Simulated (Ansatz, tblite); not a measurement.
# The cluster As2P: competing shapes

Which shape does the cluster As2P prefer? Candidates from a tight-binding search are relaxed and compared.

Method: relaxed with PBE0-D4/def2-TZVP, doublet; program: Ansatz 0.2.0, Gaussian basis.

### 1 The starting structure

3 atoms, charge 0, spin multiplicity 2.

Atoms are counted from 1 here; the program's logs count them from 0.

Bond lengths: P1–As2 2.253 Å, P1–As3 2.258 Å, As2–As3 2.252 Å. Angles: As2–P1–As3 59.9°, P1–As2–As3 60.2°, P1–As3–As2 60.0°.

A search from random starts with GFN2-xTB found 3 distinct shapes; 2 go on here. The structure above is candidate A, which lies 0.00 eV above the lowest at that level; B lies 1.15 eV above the lowest at that level.

### 2 Relaxing candidate A

Input file in.yaml:

```yaml
crystal:
  periodic: [false, false, false]
  atoms:
    - {symbol: P, position_ang: [0.882700, -0.760640, 0.583420]}
    - {symbol: As, position_ang: [-0.148900, 1.232600, 0.383210]}
    - {symbol: As, position_ang: [-0.733800, -0.471960, -0.966630]}
basis:
  gaussian: {orbitals: def2-TZVP}
magnetization: {spin_polarized: true, initial_magnetization: 1}
hamiltonian: {xc: pbe0, dispersion: d4}
scf: {lower_state_search: "off"}
output: {orbitals: {seedname: orbitals}}
relax: {f_tol: 0.02, max_steps: 100}
```

Started as:

```bash
ansatz run in.yaml --threads 4 --pin off --events-out ev --progress --plain --max-ram 3916MiB
```

The program printed, shortened:

```text
Functional definition: PBE0
  name "PBE0"
  cite "Adamo & Barone, J. Chem. Phys. 110, 6158 (1999) doi:10.1063/1.478522"
  cite "Perdew, Burke & Ernzerhof, Phys. Rev. Lett. 77, 3865 (1996) doi:10.1103/PhysRevLett.77.3865"
  parent pbe
[...]
911 factors; integrals over basis functions are off by at most 2.1e-4 eV
[...]
mean field -130953.44268372 eV, -4812.4502551952 hartree, gradient 2.4e-6 eV, S^2 0.786662; 0 other end points of the search recorded, 0 dependent functions left out
[...]
reference -130953.44270448 eV, -4812.4502559582 hartree; 41, 40 occupied and 92, 93 virtual orbitals, 911 factors
relax step   1: F+E_penalty+E_count = -130953.56142823 eV  Δ(F+E_penalty+E_count) = +0.000e0 eV  max|allowed force component| = 7.157e-1 eV/Å  Δτ_max = 0.0000 Å  (61 SCF iters, accepted)
[...]
relax step   4: F+E_penalty+E_count = -130953.63725101 eV  Δ(F+E_penalty+E_count) = -1.089e-2 eV  max|allowed force component| = 3.705e-1 eV/Å  Δτ_max = 0.0194 Å  (33 SCF iters, accepted)
[...]
relax step   7: F+E_penalty+E_count = -130953.58646256 eV  Δ(F+E_penalty+E_count) = +7.322e-2 eV  max|allowed force component| = 1.999e0 eV/Å  Δτ_max = 0.1076 Å  (44 SCF iters, rejected (line search))
[...]
relax step  10: F+E_penalty+E_count = -130953.71168974 eV  Δ(F+E_penalty+E_count) = -7.249e-3 eV  max|allowed force component| = 2.145e-1 eV/Å  Δτ_max = 0.0135 Å  (33 SCF iters, accepted)
[...]
relax step  12: F+E_penalty+E_count = -130953.71881659 eV  Δ(F+E_penalty+E_count) = +5.480e-5 eV  max|allowed force component| = 7.456e-2 eV/Å  Δτ_max = 0.0055 Å  (33 SCF iters, rejected (line search))
[...]
relax step  13: F+E_penalty+E_count = -130953.71907434 eV  Δ(F+E_penalty+E_count) = -2.030e-4 eV  max|allowed force component| = 1.138e-2 eV/Å  Δτ_max = 0.0027 Å  (24 SCF iters, accepted)
Total energy: -130953.71909604 eV, -4812.4604131606 hartree
Atom 0 at     0.816623    -0.709563     0.537190 Å, force     0.003988    -0.011384    -0.000830 eV/Å
Atom 1 at    -0.085289     1.284250     0.471687 Å, force    -0.006496     0.007751    -0.003354 eV/Å
Atom 2 at    -0.731334    -0.574688    -1.008877 Å, force     0.002508     0.003633     0.004184 eV/Å
Dipole moment:     0.003268    -0.001616     0.002684 e Å
Checks for a lower state left out: stability, starts, cluster_reference, orbital_swaps, neighbouring_geometries, increment
```

It took 34 s on 4 threads of Arm Neoverse V2, shared host.

Relaxation path: (the energy doesn't fall at every step)

```
step  energy from step 1 (eV)  largest force component (eV/Å)
   1                   0.0000                          0.7157
   2                  -0.0437                          0.3870
   3                  -0.0649                          0.3372
   4                  -0.0758                          0.3705
   5                  -0.0914                          0.1741
   6                  -0.0983                          0.1024
   7                  -0.0250                          1.9991
   8                  -0.1072                          0.2453
   9                  -0.1430                          0.4214
  10                  -0.1503                          0.2145
  11                  -0.1574                          0.0621
  12                  -0.1574                          0.0746
  13                  -0.1576                          0.0114
```

Distances of close pairs at the start and the end, largest changes first:

```
   bond  before (Å)  after (Å)  change (Å)
As2–As3       2.252      2.463      +0.211
 P1–As3       2.258      2.192      -0.066
 P1–As2       2.253      2.189      -0.064
```

### 3 Relaxing candidate B

Input file in.yaml:

```yaml
crystal:
  periodic: [false, false, false]
  atoms:
    - {symbol: P, position_ang: [0.076190, -0.050540, -0.030110]}
    - {symbol: As, position_ang: [-0.182260, 0.923280, -1.845800]}
    - {symbol: As, position_ang: [0.106080, -0.872740, 1.875910]}
basis:
  gaussian: {orbitals: def2-TZVP}
magnetization: {spin_polarized: true, initial_magnetization: 1}
hamiltonian: {xc: pbe0, dispersion: d4}
scf: {lower_state_search: "off"}
output: {orbitals: {seedname: orbitals}}
relax: {f_tol: 0.02, max_steps: 100}
```

Launched as before.

The program printed, shortened:

```text
Functional definition: PBE0
  name "PBE0"
  cite "Adamo & Barone, J. Chem. Phys. 110, 6158 (1999) doi:10.1063/1.478522"
  cite "Perdew, Burke & Ernzerhof, Phys. Rev. Lett. 77, 3865 (1996) doi:10.1103/PhysRevLett.77.3865"
  parent pbe
[...]
903 factors; integrals over basis functions are off by at most 2.5e-4 eV
[...]
mean field -130952.32988050 eV, -4812.4093604312 hartree, gradient 7.6e-6 eV, S^2 0.807853; 0 other end points of the search recorded, 0 dependent functions left out
[...]
reference -130952.32990200 eV, -4812.4093612214 hartree; 41, 40 occupied and 92, 93 virtual orbitals, 903 factors
relax step   1: F+E_penalty+E_count = -130952.43774396 eV  Δ(F+E_penalty+E_count) = +0.000e0 eV  max|allowed force component| = 3.675e-1 eV/Å  Δτ_max = 0.0000 Å  (18 SCF iters, accepted)
[...]
relax step   3: F+E_penalty+E_count = -130952.45219505 eV  Δ(F+E_penalty+E_count) = -4.463e-3 eV  max|allowed force component| = 2.254e-2 eV/Å  Δτ_max = 0.0484 Å  (29 SCF iters, accepted)
[...]
relax step   4: F+E_penalty+E_count = -130952.45268138 eV  Δ(F+E_penalty+E_count) = -4.863e-4 eV  max|allowed force component| = 1.891e-3 eV/Å  Δτ_max = 0.0211 Å  (30 SCF iters, accepted)
Total energy: -130952.45270270 eV, -4812.4138740638 hartree
Atom 0 at     0.001544    -0.001021    -0.000612 Å, force    -0.001891     0.001255     0.000746 eV/Å
Atom 1 at    -0.144089     0.893251    -1.849634 Å, force     0.000928    -0.000516    -0.000603 eV/Å
Atom 2 at     0.142555    -0.892230     1.850246 Å, force     0.000963    -0.000739    -0.000143 eV/Å
Dipole moment:    -0.000246     0.000163     0.000098 e Å
Checks for a lower state left out: stability, starts, cluster_reference, orbital_swaps, neighbouring_geometries, increment
```

It took 9.5 s on 4 threads of Arm Neoverse V2, shared host.

Relaxation path:

```
step  energy from step 1 (eV)  largest force component (eV/Å)
   1                   0.0000                          0.3675
   2                  -0.0100                          0.0807
   3                  -0.0145                          0.0225
   4                  -0.0149                          0.0019
```

Distances of close pairs at the start and the end, largest changes first:

```
  bond  before (Å)  after (Å)  change (Å)
P1–As2       2.076      2.059      -0.017
P1–As3       2.076      2.059      -0.017
```

### 4 The relaxed candidates

```
candidate  point group        bonds (count, mean Å)  energy above the lowest (eV)
        A          C2v  As–P 2, 2.19; As–As 1, 2.46                         0.000
        B        Dinfh                 As–P 2, 2.06                         1.266
```

### 5 Candidate B, GFN1-xTB

Tight binding, by tblite at 300 K electronic temperature and without a spin-polarisation term:

```python
tblite.interface.Calculator('GFN1-xTB', numbers, positions, charge=0, uhf=1).singlepoint()
```

Energy -197.7851 eV; 0.003 s.

### 6 Candidate B, GFN2-xTB

Tight binding, by tblite at 300 K electronic temperature and without a spin-polarisation term:

```python
tblite.interface.Calculator('GFN2-xTB', numbers, positions, charge=0, uhf=1).singlepoint()
```

Energy -195.6747 eV; 0.002 s.

### 7 Candidate B, PBE0-D4/def2-TZVP

start.molden holds the orbitals of an earlier run on this state, given as this run's starting guess.

Input file in.yaml:

```yaml
crystal:
  periodic: [false, false, false]
  atoms:
    - {symbol: P, position_ang: [0.001544, -0.001021, -0.000612]}
    - {symbol: As, position_ang: [-0.144089, 0.893251, -1.849634]}
    - {symbol: As, position_ang: [0.142555, -0.892230, 1.850246]}
basis:
  gaussian: {orbitals: def2-TZVP, initial_orbitals: start.molden}
magnetization: {spin_polarized: true, initial_magnetization: 1}
hamiltonian: {xc: pbe0, dispersion: d4}
scf: {omitted_lower_state_checks: [starts]}
output: {orbitals: {seedname: orbitals}}
```

Launched as before.

The program printed, shortened:

```text
Functional definition: PBE0
  name "PBE0"
  cite "Adamo & Barone, J. Chem. Phys. 110, 6158 (1999) doi:10.1063/1.478522"
  cite "Perdew, Burke & Ernzerhof, Phys. Rev. Lett. 77, 3865 (1996) doi:10.1103/PhysRevLett.77.3865"
  parent pbe
[...]
864 factors; integrals over basis functions are off by at most 1.1e-3 eV
[...]
mean field -130952.34439885 eV, -4812.4098939708 hartree, gradient 3.6e-6 eV, S^2 0.802632; 0 other end points of the search recorded, 0 dependent functions left out
reference -130952.34442018 eV, -4812.4098947545 hartree; 41, 40 occupied and 92, 93 virtual orbitals, 864 factors
Total energy: -130952.45270565 eV, -4812.4138741721 hartree
Checks for a lower state left out: starts
```

It took 12 s on 4 threads of Arm Neoverse V2, shared host; peak memory 0.57 GiB.

HOMO -5.95 eV, LUMO -4.19 eV (over both spins); ⟨S²⟩ 0.803 (pure: 0.75).

### 8 Candidate B, PBE-D4/def2-TZVP

Changes to in.yaml since step 7:

```diff
@@ -9,4 +9,4 @@
 magnetization: {spin_polarized: true, initial_magnetization: 1}
-hamiltonian: {xc: pbe0, dispersion: d4}
+hamiltonian: {xc: pbe, dispersion: d4}
 scf: {omitted_lower_state_checks: [starts]}
-output: {orbitals: {seedname: orbitals}}
+output: {forces: true, orbitals: {seedname: orbitals}}
```

Launched as before.

The program printed, shortened:

```text
Functional definition: PBE
  name "PBE"
  cite "Perdew, Burke & Ernzerhof, Phys. Rev. Lett. 77, 3865 (1996) doi:10.1103/PhysRevLett.77.3865"
  parent pbe
[...]
1016 factors; their error is unknown
[...]
mean field -130948.51215203 eV, -4812.2690614975 hartree, gradient 4.2e-7 eV, S^2 0.765056; 0 other end points of the search recorded, 0 dependent functions left out
[...]
reference -130948.51218044 eV, -4812.2690625415 hartree; 41, 40 occupied and 92, 93 virtual orbitals, 1016 factors
Total energy: -130948.63834250 eV, -4812.2736989119 hartree
Atom 0 at     0.001544    -0.001021    -0.000612 Å, force    -0.000702     0.000465     0.000279 eV/Å
Atom 1 at    -0.144089     0.893251    -1.849634 Å, force    -0.038474     0.241606    -0.501278 eV/Å
Atom 2 at     0.142555    -0.892230     1.850246 Å, force     0.039176    -0.242071     0.501000 eV/Å
Dipole moment:    -0.000244     0.000162     0.000097 e Å
Checks for a lower state left out: starts
```

It took 7 s on 4 threads of Arm Neoverse V2, shared host.

Report: HOMO -5.14 eV, LUMO -5.01 eV (over both spins); ⟨S²⟩ 0.765 (pure: 0.75).

### 9 Candidate B, r2SCAN-D4/def2-TZVP

Changes to in.yaml since step 8:

```diff
@@ -9,4 +9,4 @@
 magnetization: {spin_polarized: true, initial_magnetization: 1}
-hamiltonian: {xc: pbe, dispersion: d4}
+hamiltonian: {xc: r2scan, dispersion: d4}
 scf: {omitted_lower_state_checks: [starts]}
-output: {forces: true, orbitals: {seedname: orbitals}}
+output: {orbitals: {seedname: orbitals}}
```

The command is unchanged.

The program printed:

```text
Functional definition: r2SCAN
  name "r2SCAN"
  cite "Furness, Kaplan, Ning, Perdew & Sun, J. Phys. Chem. Lett. 11, 8208 (2020) doi:10.1021/acs.jpclett.0c02405"
  cite "Furness, Kaplan, Ning, Perdew & Sun, J. Phys. Chem. Lett. 11, 9248 (2020) doi:10.1021/acs.jpclett.0c03077"
  parent r2scan
  parameter k0 = 0.174
  parameter k1 = 0.065
  parameter a1 = 4.9479
  exchange = r2scan_x(k0 = k0, k1 = k1, a1 = a1)
  correlation = r2scan_c
these checks for a lower state are left out or cut short: starts
1016 factors; their error is unknown
mean field evaluation 1: about -130969.5998 eV, gradient 6.6e0 eV
mean field evaluation 2: about -130969.6476 eV, gradient 8.7e-2 eV
mean field evaluation 4: about -130969.6412 eV, gradient 3.1e-4 eV
mean field evaluation 8: about -130969.6412 eV, gradient 1.3e-5 eV
mean field -130969.64120029 eV, -4813.0455396992 hartree, gradient 1.1e-6 eV, S^2 0.794524; 0 other end points of the search recorded, 0 dependent functions left out
reference -130969.64120958 eV, -4813.0455400409 hartree; 41, 40 occupied and 92, 93 virtual orbitals, 1016 factors
Total energy: -130969.66613918 eV, -4813.0464561866 hartree
Checks for a lower state left out: starts
```

Wall time 19 s (4 threads of Arm Neoverse V2, shared host).

HOMO -5.38 eV, LUMO -4.83 eV (over both spins); ⟨S²⟩ 0.795 (pure: 0.75).

### 10 Candidate B, r2SCANh-D4/def2-TZVP

Changes to in.yaml since step 9:

```diff
@@ -9,3 +9,3 @@
 magnetization: {spin_polarized: true, initial_magnetization: 1}
-hamiltonian: {xc: r2scan, dispersion: d4}
+hamiltonian: {xc: {name: r2SCANh}, dispersion: d4}
 scf: {omitted_lower_state_checks: [starts]}
```

Launched as before.

The program printed, shortened:

```text
Functional definition: r2SCANh
  name "r2SCANh"
  cite "Bursch, Neugebauer, Ehlert & Grimme, J. Chem. Phys. 156, 134105 (2022) doi:10.1063/5.0086040"
  cite "Furness, Kaplan, Ning, Perdew & Sun, J. Phys. Chem. Lett. 11, 8208 (2020) doi:10.1021/acs.jpclett.0c02405"
  cite "Furness, Kaplan, Ning, Perdew & Sun, J. Phys. Chem. Lett. 11, 9248 (2020) doi:10.1021/acs.jpclett.0c03077"
  parent r2scan
[...]
864 factors; integrals over basis functions are off by at most 1.1e-3 eV
[...]
mean field -130969.17370126 eV, -4813.0283594271 hartree, gradient 1.6e-6 eV, S^2 0.810631; 0 other end points of the search recorded, 0 dependent functions left out
reference -130969.17370977 eV, -4813.0283597398 hartree; 41, 40 occupied and 92, 93 virtual orbitals, 864 factors
Total energy: -130969.20230940 eV, -4813.0294107568 hartree
Checks for a lower state left out: starts
```

It took 30 s on 4 threads of Arm Neoverse V2, shared host; peak memory 0.62 GiB.

From the report: HOMO -5.67 eV, LUMO -4.51 eV (over both spins); ⟨S²⟩ 0.811 (pure: 0.75).

### 11 Candidate B, ωB97X-V/def2-TZVP

Changes to in.yaml since step 10:

```diff
@@ -9,3 +9,3 @@
 magnetization: {spin_polarized: true, initial_magnetization: 1}
-hamiltonian: {xc: {name: r2SCANh}, dispersion: d4}
+hamiltonian: {xc: {name: wB97X-V}}
 scf: {omitted_lower_state_checks: [starts]}
```

Launched as before.

The program printed, shortened:

```text
Functional definition: wB97X-V
  name "wB97X-V"
  cite "Mardirossian & Head-Gordon, Phys. Chem. Chem. Phys. 16, 9904 (2014) doi:10.1039/C3CP54374A"
  cite "Becke, J. Chem. Phys. 107, 8554 (1997) doi:10.1063/1.475007"
  cite "Vydrov & Van Voorhis, J. Chem. Phys. 133, 244103 (2010) doi:10.1063/1.3521275"
[...]
      + integral(e_c_pw_opposite_spin*poly(b97_u_opposite, cos0, cos1)) + vv10(b, c)
[...]
864 factors; integrals over basis functions are off by at most 1.1e-3 eV
163 factors; integrals over basis functions are off by at most 6.2e-5 eV
[...]
mean field -130957.24144299 eV, -4812.5898570233 hartree, gradient 5.4e-6 eV, S^2 0.839744; 0 other end points of the search recorded, 0 dependent functions left out
reference -130957.24144190 eV, -4812.5898569835 hartree; 41, 40 occupied and 92, 93 virtual orbitals, 864 factors
Total energy: -130957.24144190 eV, -4812.5898569835 hartree
Checks for a lower state left out: starts
```

Run time: 43 s. Hardware: 4 threads of Arm Neoverse V2, shared host; peak memory 0.72 GiB.

From the report: HOMO -7.82 eV, LUMO -2.28 eV (over both spins); ⟨S²⟩ 0.840 (pure: 0.75).

### 12 Candidate B, CCSD(T)/def2-TZVPP

Input file in.yaml:

```yaml
crystal:
  periodic: [false, false, false]
  atoms:
    - {symbol: P, position_ang: [0.001544, -0.001021, -0.000612]}
    - {symbol: As, position_ang: [-0.144089, 0.893251, -1.849634]}
    - {symbol: As, position_ang: [0.142555, -0.892230, 1.850246]}
basis:
  gaussian: {orbitals: def2-TZVPP, initial_orbitals: start.molden}
magnetization: {spin_polarized: true, initial_magnetization: 1}
correlation: {method: ccsd_t}
scf: {omitted_lower_state_checks: [starts, cluster_reference]}
output: {orbitals: {seedname: orbitals}}
```

Same command.

The program printed, shortened:

```text
Functional definition: HF
  name "HF"
  cite "Fock, Z. Phys. 61, 126 (1930) doi:10.1007/BF01340294"
  parent pbe
[...]
900 factors; integrals over basis functions are off by at most 1.0e-3 eV
[...]
mean field -130862.75366313 eV, -4809.1174951597 hartree, gradient 4.3e-6 eV, S^2 1.461831; 1 other end points of the search recorded, 0 dependent functions left out
23 core orbitals not correlated: weight in the atoms' cores, before any rotation towards them, 1.000 or more for the frozen orbitals, at most 0.000 for the correlated occupied ones
reference -130862.75366313 eV, -4809.1174951597 hartree; 18, 17 occupied and 97, 98 virtual orbitals, 900 factors
second order -16.47761117 eV of doubles, -0.00000000 eV of singles
cycle   1  -16.16183848 eV  change    3.2e-1 eV  update   1.5e-1
[...]
cycle  14  -17.20614416 eV  change    3.9e-5 eV  update   4.2e-5
perturbative correction -1.05400988 eV, -0.0387341487 hartree
Total energy: -130881.01381717 eV, -4809.7885434434 hartree
Checks for a lower state left out: starts, cluster_reference
```

Run time: 62 s. Hardware: 4 threads of Arm Neoverse V2, shared host; peak memory 1.8 GiB.

Report: Hartree-Fock HOMO -7.66 eV, LUMO -0.34 eV (over both spins); ⟨S²⟩ 1.462 (pure: 0.75); T1 0.048; the next solution that the search met lies 0.067 eV higher. Doubts: large T1 diagnostic, spin contamination.

### 13 B against A

The energies of A at these levels come from its own runs, whose logs aren't repeated here.

```
               level  B above A (eV)     time
            GFN1-xTB          +0.784  0.005 s
            GFN2-xTB          +1.102  0.005 s
      HF/def2-TZVPP†          +1.415         
    PBE-D4/def2-TZVP          +1.111    8.6 s
 r2SCAN-D4/def2-TZVP          +1.089     23 s
r2SCANh-D4/def2-TZVP          +1.152     36 s
   PBE0-D4/def2-TZVP          +1.266     16 s
   ωB97X-V/def2-TZVP          +1.412     55 s
     MP2/def2-TZVPP†          +1.548         
    CCSD/def2-TZVPP†          +1.341         
 CCSD(T)/def2-TZVPP†          +1.256     83 s
```

Times add the two runs; a level without a time comes out of a correlated run. † marks a level with a doubtful state (flagged, unstable, out of aufbau order, or strongly spin-contaminated); such levels are left out of the summary. CCSD(T)/def2-TZVPP is no safe reference here (large T1 diagnostic, spin contamination).

### 14 Results

| quantity | value |
| --- | --- |
| B above A, range of the levels free of doubt, tight binding aside | +1.089 to +1.412 eV |
| levels that put B lower | none |

In words: All levels free of doubt put A (C2v) below B (Dinfh), by 0.784 to 1.412 eV. The search was small, so a lower isomer may exist. Only doublets are compared; another spin may lie lower and prefer another shape.
